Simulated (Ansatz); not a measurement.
# C2H7FN: the cost of one run

All numbers below are computed with Ansatz 0.2.0 (UKS PBE0/def2-SVP).

1 further run of the same task is left out (it didn't finish).

## (1) The system as given

Bond lengths: N2–C3 1.427 Å, C4–F5 1.355 Å, N2–H6 1.019 Å, C3–H7 1.096 Å, C3–H8 1.090 Å, C3–H9 1.099 Å, C4–H10 1.084 Å, C4–H11 1.084 Å. Angles: N2–C3–H7 108.5°, N2–C3–H8 109.1°, N2–C3–H9 114.6°, H7–C3–H8 108.3°, H7–C3–H9 106.9°, H8–C3–H9 109.3°, C3–N2–H6 110.0°, F5–C4–H10 110.2°, F5–C4–H11 110.0°, H10–C4–H11 115.5°.

Coordinates:

```xyz
11

H    -0.1861    0.2850   -0.6117
N     1.0957    0.0589   -0.2817
C     1.1959   -0.1599    1.1252
C    -1.5409    0.3751   -0.9227
F    -1.9724   -0.8890   -1.1533
H     1.3195   -0.7984   -0.7852
H     2.2486   -0.3352    1.3753
H     0.8643    0.7368    1.6494
H     0.6302   -1.0272    1.4943
H    -1.6054    0.9647   -1.8306
H    -2.0494    0.7893   -0.0590
```

## (2) Pulling towards end A

Springs on the bonds that form and break draw the guess towards this end; the thresholds are loose.

input.yaml reads:

```yaml
crystal:
  periodic: [false, false, false]
  atoms:
    - { symbol: H, position_ang: [-0.1861, 0.285, -0.6117] }
    - { symbol: "N", position_ang: [1.0957, 0.0589, -0.2817] }
    - { symbol: C, position_ang: [1.1959, -0.1599, 1.1252] }
    - { symbol: C, position_ang: [-1.5409, 0.3751, -0.9227] }
    - { symbol: F, position_ang: [-1.9724, -0.889, -1.1533] }
    - { symbol: H, position_ang: [1.3195, -0.7984, -0.7852] }
    - { symbol: H, position_ang: [2.2486, -0.3352, 1.3753] }
    - { symbol: H, position_ang: [0.8643, 0.7368, 1.6494] }
    - { symbol: H, position_ang: [0.6302, -1.0272, 1.4943] }
    - { symbol: H, position_ang: [-1.6054, 0.9647, -1.8306] }
    - { symbol: H, position_ang: [-2.0494, 0.7893, -0.059] }
magnetization:
  spin_polarized: true
  initial_magnetization: 1
basis:
  gaussian: { orbitals: def2-SVP }
hamiltonian:
  xc: pbe0
relax:
  f_tol: 0.15
  max_steps: 25
  restrain:
    - { distance: [0, 3], at: 2.37, k: 30.0 }
    - { distance: [1, 0], at: 1.02, k: 30.0 }
```

Launch:

```
ansatz run input.yaml --threads 2 --pin off --max-ram 3072MiB --backend cpu --events-out ev --progress --plain --runs-dir out
```

What time and memory should one allow on 2 threads of Arm Neoverse N1, shared host?

About 68 s, with a peak of 0.23 GiB.
